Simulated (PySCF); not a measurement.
## How the method moves the HOMO and LUMO of NH3

Species: NH3.
Cartesian coordinates in Å at the PBE0-D3(BJ)/def2-SVP level; atoms count from 1:
```
atom  x, y, z in Å
N1     0.0049   -0.0044    0.3031
H2     0.0786   -0.9311   -0.1158
H3    -0.8493    0.3981   -0.0816
H4     0.7659    0.5374   -0.1057
```

The species is `N` (NH3).

Basis pcSseg-2 throughout (PySCF), one geometry. Isolated species at its PBE0-D3(BJ)/def2-SVP geometry, gas phase.

**Question.** How do the orbital energies, the gap and the dipole change with the method?

**Answer.** 
```
   method                    kind  HOMO (eV)  LUMO (eV)  gap (eV)  μ (D)  SCF cycles
     BLYP                     GGA      -6.09      -0.32      5.76   1.66          10
     OPBE                     GGA      -6.14      -0.17      5.97   1.63          10
      PBE                     GGA      -6.17      -0.21      5.95   1.66          10
    B97-D                     GGA      -6.19      -0.10      6.09   1.65          10
      LDA                     LDA      -6.26      -0.23      6.03   1.74          10
     BP86                     GGA      -6.29      -0.09      6.20   1.67          10
      KT2                     GGA      -6.30      -0.13      6.17   1.60          11
      KT3                     GGA      -6.33      -0.44      5.89   1.58          11
    B97-2           global hybrid      -7.48       0.54      8.02   1.69          10
    B3LYP           global hybrid      -7.52       0.14      7.65   1.70          10
     PBE0           global hybrid      -7.77       0.52      8.29   1.71          10
 mPW1PW91           global hybrid      -7.80       0.49      8.29   1.71          10
CAM-B3LYP  range-separated hybrid      -9.29       1.14     10.43   1.75          10
BHandHLYP           global hybrid      -9.31       0.97     10.27   1.74          10
  wB97X-D  range-separated hybrid      -9.74       2.27     12.01   1.74          12
  LC-wPBE  range-separated hybrid     -10.74       2.36     13.10   1.78          12
       HF            Hartree–Fock     -11.77       2.64     14.41   1.77           9
```

The HOMO spans 5.69 eV, from BLYP down to HF, and the gap runs from 5.76 eV (BLYP) to 14.41 eV (HF). Over the methods BLYP (0 %), OPBE (0 %), PBE (0 %), B97-D (0 %), LDA (0 %), BP86 (0 %), KT2 (0 %), KT3 (0 %), B97-2 (21 %), B3LYP (20 %), PBE0 (25 %), mPW1PW91 (25 %), BHandHLYP (50 %), HF (100 %), a straight line through the gap against the share of exact exchange rises by 0.85 eV for each 10 % (correlation coefficient 0.998). The dipole ranges from 1.58 D (KT3) to 1.78 D (LC-wPBE). This basis has no diffuse functions.

Reference dipole: 1.48 D (measured, gas; NIST CCCBDB Release 22 (SRD 101), experimental dipoles); nearest here: KT3 (1.58 D).
